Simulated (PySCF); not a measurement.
## Cluster of formaldehyde and chloride (CH2ClO(-))

A complex built from formaldehyde and chloride; charge -1, singlet.

Parts: 1 = formaldehyde (C=O), atoms 1–4; 2 = chloride ([Cl-]), atoms 5, charge -1.

Coordinates in Å:
```
C1      0.013    0.004   -0.011
O2      1.201   -0.208   -0.001
H3     -0.727   -0.820   -0.041
H4     -0.450    1.006    0.006
Cl5    -2.998    1.404   -0.083
```

In these coordinates H4···Cl5 is 2.581 Å. Part 2 is then moved rigidly along that line, all else held; at short range other atoms may come into contact.

The starting structure comes from a short search with a few starts; no frequency run checks that it is a minimum, and another way of binding may lie lower.

Method: CCSD(T)/aug-cc-pVDZ and MP2/aug-cc-pVTZ, aug-cc-pVQZ counterpoise interaction energy, frozen core, gas phase (PySCF 2.14.0). The geometry comes from PBE0-D3(BJ)/def2-TZVPD.

Counterpoise energies in eV, cluster less the parts frozen as they stand in it; small is aug-cc-pVDZ, large aug-cc-pVQZ. Estimated limit: HF in aug-cc-pVQZ, MP2 correlation extrapolated as X⁻³ from aug-cc-pVTZ and aug-cc-pVQZ, and CCSD(T) less MP2 in aug-cc-pVDZ; it isn't the exact limit.

| H4···Cl5 (Å) | HF large | MP2 large | SCS-MP2 large | CCSD(T) small | CCSD(T) limit est. |
| --- | --- | --- | --- | --- | --- |
| 2.323 | -0.397 | -0.471 | -0.435 | -0.399 | -0.478 |
| 2.452 | ? | ? | ? | ? | ? |
| 2.581 | -0.490 | -0.515 | -0.492 | -0.472 | -0.523 |
| 2.710 | -0.501 | -0.510 | -0.491 | -0.476 | -0.517 |
| 2.839 | -0.499 | -0.495 | -0.480 | -0.468 | -0.501 |
| 3.226 | ? | ? | ? | ? | ? |
| 3.872 | -0.356 | -0.320 | -0.318 | -0.312 | -0.322 |
| 5.162 | -0.223 | -0.191 | -0.192 | -0.187 | -0.192 |

Question: Fill in the withheld rows.

Answer: 
| H4···Cl5 (Å) | HF large | MP2 large | SCS-MP2 large | CCSD(T) small | CCSD(T) limit est. |
| --- | --- | --- | --- | --- | --- |
| 2.452 | -0.459 | -0.506 | -0.477 | -0.449 | -0.513 |
| 3.226 | -0.454 | -0.428 | -0.420 | -0.413 | -0.433 |

The 8 runs took 8.4 min in all, one thread each of Arm Neoverse V1 on a shared host, launched as `OMP_NUM_THREADS=1 python cluster_run.py task.json out`.
